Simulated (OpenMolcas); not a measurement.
# B3LYP/ANO-R2 (DKH8, RICD fitting) run of P4 (SMILES P12P3P1P23)

Aim: the vertical ionisation energy of P4 at B3LYP/ANO-R2 (DKH8, RICD fitting), from 2 runs. 

The calculation is run with OpenMolcas 26.06.

**1. The molecule**

P4: 4 atoms, total charge 0, spin state singlet. As SMILES, `P12P3P1P23`. Geometry: relaxed at PBE0-D4/def2-TZVP.

Bond lengths: P1–P2 2.184 Å, P1–P3 2.184 Å, P2–P3 2.184 Å, P1–P4 2.184 Å, P2–P4 2.184 Å, P3–P4 2.184 Å. Some angles: P1–P2–P3 60.0°, P1–P2–P4 60.0°, P3–P2–P4 60.0°, P2–P1–P3 60.0°, P2–P1–P4 60.0°, P3–P1–P4 60.0°, P1–P3–P2 60.0°, P1–P3–P4 60.0°, P2–P3–P4 60.0°, P1–P4–P2 60.0°.

**2. Energy and gradient at B3LYP/ANO-R2 (DKH8, RICD fitting)**

job.inp reads:

```
* P4 Kohn-Sham DFT
>>> EXPORT MOLCAS_PRINT=2
&GATEWAY
COORD
4
bohr
P     -1.36967350    -0.18897261     2.11535942
P      2.44700636     0.20749193     0.59658654
P     -0.34959933    -2.06301401    -1.41691665
P     -0.72773353     2.04449469    -1.29484034
BASIS=ANO-R2
GROUP=NoSym
RICD
&SEWARD
RELATIVISTIC=R08O02
EXPERT
&SCF
KSDFT=B3LYP
PRORBITALS=0
&ALASKA
```

On the command line:

```
export MOLCAS_MEM=1860
pymolcas job.inp > job.log
```

The log of the run:

```text
--- Start Module: gateway ---
[...]
--- Stop Module: gateway /rc=_RC_ALL_IS_WELL_ ---
[...]
 ###    WARNING:  EXPERT option is ON!                                       ###
 ###############################################################################
               SEWARD will generate:
[...]
      Basis functions          156
[...]
--- Start Module: scf ---
[...]
       Convergence after  10 Iterations
[...]
::    Total KS-DFT energy                           -1368.8834064688
[...]
      Total spin, S                                     0.0000000000
[...]
      Total electronic charge=   60.000000
      Total            charge=   -0.000000
[...]
      Dipole Moment (debye):
      Origin of the operator (angstrom)=   -0.0000    0.0000    0.0000
                   X= -3.5456E-05               Y= -2.4681E-05               Z= -2.1520E-05           Total=  4.8264E-05
      Quadrupole Moment (debye*angstrom):
[...]
--- Stop Module: scf /rc=_RC_ALL_IS_WELL_ ---
[...]
--- Start Module: alaska ---
[...]
 *              Molecular gradients               *
 **************************************************
  Irreducible representation: a
 ------------------------------------------------------------------------------------------
                              X                       Y                       Z
 ------------------------------------------------------------------------------------------
  P1                5.41631671212528E-03    7.36742257220424E-04   -8.37055835770428E-03
  P2               -9.65470873111229E-03   -8.23334187458613E-04   -2.35303567601619E-03
  P3                1.37644226940381E-03    8.15514458063049E-03    5.61074596086542E-03
  P4                2.86194974964005E-03   -8.06855265048156E-03    5.11284807290480E-03
 ------------------------------------------------------------------------------------------
--- Stop Module: alaska /rc=_RC_ALL_IS_WELL_ ---
[...]
```

It took 72 s on 1 thread of Arm Neoverse V1, shared host; peak memory 0.51 GiB.

**3. The doublet cation**

job.inp reads:

```
* P4 Kohn-Sham DFT
&GATEWAY
Coord
4
bohr
P     -1.36967350    -0.18897261     2.11535942
P      2.44700636     0.20749193     0.59658654
P     -0.34959933    -2.06301401    -1.41691665
P     -0.72773353     2.04449469    -1.29484034
Basis = ANO-R2
Group = NoSym
RICD
&SEWARD
Relativistic = R08O02
Expert
&SCF
UHF
Charge = 1
Spin = 2
KSDFT = B3LYP
PrOrbitals = 0
&ALASKA
```

On the command line:

```
export MOLCAS_MEM=1860
pymolcas job.inp > job.log
```

The log of the run:

```text
--- Start Module: gateway ---
[...]
--- Stop Module: gateway /rc=_RC_ALL_IS_WELL_ ---
[...]
 ###    WARNING:  EXPERT option is ON!                                       ###
 ###############################################################################
               SEWARD will generate:
[...]
      Basis functions          156
[...]
--- Start Module: scf ---
[...]
       Convergence after  37 Iterations
[...]
::    Total KS-DFT energy                           -1368.5344558531
[...]
      Total spin, S                                     0.5025112931
[...]
      Total electronic charge=   59.000000
      Total            charge=    1.000000
[...]
      Dipole Moment (debye):
      Origin of the operator (angstrom)=   -0.0000    0.0000    0.0000
                   X=  1.0563E-04               Y=  5.6888E-05               Z= -3.2865E-06           Total=  1.2002E-04
      Center of Charge (angstrom)
[...]
--- Stop Module: scf /rc=_RC_ALL_IS_WELL_ ---
[...]
--- Start Module: alaska ---
[...]
 *              Molecular gradients               *
 **************************************************
  Irreducible representation: a
 ------------------------------------------------------------------------------------------
                              X                       Y                       Z
 ------------------------------------------------------------------------------------------
  P1                2.53361718983669E-03   -3.00880962034293E-02   -3.33811246466773E-02
  P2               -2.48676980527804E-02    2.96892426680433E-02   -2.28885629663651E-02
  P3               -1.87195679578300E-02    8.87777351490726E-03    3.99574968230105E-02
  P4                4.10536488205953E-02   -8.47891997942796E-03    1.63121907903161E-02
 ------------------------------------------------------------------------------------------
--- Stop Module: alaska /rc=_RC_ALL_IS_WELL_ ---
[...]
```

Run time: 2.8 min. Hardware: 1 thread of Arm Neoverse V1, shared host; peak memory 0.51 GiB.

**4. Summary of results**

Level: B3LYP/ANO-R2 (DKH8, RICD fitting).

| quantity | value |
| --- | --- |
| singlet P4: total energy | -1368.88341 Eh |
| singlet P4: dipole moment | 0.00 D |
| singlet P4: HOMO energy | -7.29 eV |
| singlet P4: LUMO energy | -0.76 eV |
| singlet P4: HOMO–LUMO gap | 6.53 eV |
| singlet P4: largest force on an atom | 0.514 eV/Å |
| doublet cation: total energy | -1368.53446 Eh |
| doublet cation: HOMO energy (highest over α and β) | -13.19 eV |
| doublet cation: LUMO energy (lowest over α and β) | -11.71 eV |
| doublet cation: ⟨S²⟩ | 0.755 |
| doublet cation: largest force on an atom | 2.315 eV/Å |
| vertical ionisation energy (to the doublet cation) | 9.495 eV |

In words: The vertical ionisation energy comes to 9.50 eV (219 kcal/mol). The largest force (singlet P4) is 0.51 eV/Å: the shape isn't a stationary point for this species at this level. −ε(HOMO) before ionisation, 7.29 eV, is 2.20 eV below this ionisation energy.
